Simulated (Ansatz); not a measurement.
**AlH₅NO+ (SMILES [NH2][AlH][OH2+]): one structure at several levels**

An exercise on one series of results from a longer session: the logs are not shown, and one member is left open.

The runs use Ansatz 0.2.0, Gaussian basis; single points in def2-TZVPP.

Cores are frozen in the correlated methods. B3LYP uses VWN-RPA correlation.

**Starting geometry**

SMILES `[NH2][AlH][OH2+]`, 8 atoms, charge 1, spin multiplicity 1.

Atoms are counted from 1 here; the program's logs count them from 0.

Bond lengths: N1–Al2 1.744 Å, N1–H4 1.018 Å, N1–H5 1.026 Å, Al2–O3 1.838 Å, Al2–H6 1.496 Å, O3–H7 0.978 Å, O3–H8 0.980 Å. Angles: Al2–N1–H4 129.8°, Al2–N1–H5 123.0°, H4–N1–H5 106.0°, N1–Al2–O3 110.5°, N1–Al2–H6 149.7°, O3–Al2–H6 99.9°, Al2–O3–H7 121.4°, Al2–O3–H8 125.7°, H7–O3–H8 112.8°.

As a file:

```xyz
8
AlH5NO
N    -1.06410    0.64310   -0.92350
Al    0.10970    0.63810    0.36660
O     0.81310   -1.04570    0.58920
H    -1.07900    0.11470   -1.79330
H    -1.78280    1.36910   -1.02200
H     0.87700    1.37740    1.41720
H     1.55630   -1.21030    1.20390
H     0.48570   -1.86440    0.16050
```

The first run:

Input file run/in.yaml:

```yaml
crystal:
  periodic: [false, false, false]
  atoms:
    - {symbol: N, position_ang: [-1.064100, 0.643100, -0.923500]}
    - {symbol: Al, position_ang: [0.109700, 0.638100, 0.366600]}
    - {symbol: O, position_ang: [0.813100, -1.045700, 0.589200]}
    - {symbol: H, position_ang: [-1.079000, 0.114700, -1.793300]}
    - {symbol: H, position_ang: [-1.782800, 1.369100, -1.022000]}
    - {symbol: H, position_ang: [0.877000, 1.377400, 1.417200]}
    - {symbol: H, position_ang: [1.556300, -1.210300, 1.203900]}
    - {symbol: H, position_ang: [0.485700, -1.864400, 0.160500]}
basis:
  gaussian: {orbitals: def2-TZVPP}
total_charge: 1
correlation: {method: ccsd_t}
output: {forces: true}
```

No record of the launch command was kept for these runs.

Steps of the session up to this table: CCSD(T)/def2-TZVPP; PBE0-D4/def2-TZVPP; wB97M-V/def2-TZVPP; r2SCAN-D4/def2-TZVPP; PBE-D4/def2-TZVPP; r2SCANh-D4/def2-TZVPP; B3LYP-D4/def2-TZVPP.

One of the session's tables, all rows but one given; the rest of the session is left out.

| method | RMS force component (eV/Å) | angle to CCSD(T) forces (°) |
| --- | --- | --- |
| CCSD(T) | 0.439 | reference |
| PBE0-D4 | ? | ? |
| wB97M-V | 0.425 | 6.7 |
| r2SCAN-D4 | 0.426 | 8.5 |
| PBE-D4 | 0.370 | 25.7 |
| r2SCANh-D4 | 0.463 | 7.9 |
| B3LYP-D4 | 0.415 | 6.3 |

**Question.** Estimate the row for PBE0-D4.

The run gave: RMS force component (eV/Å): 0.467; angle to CCSD(T) forces (°): 7.3. In the column «RMS force component (eV/Å)» it is the highest.
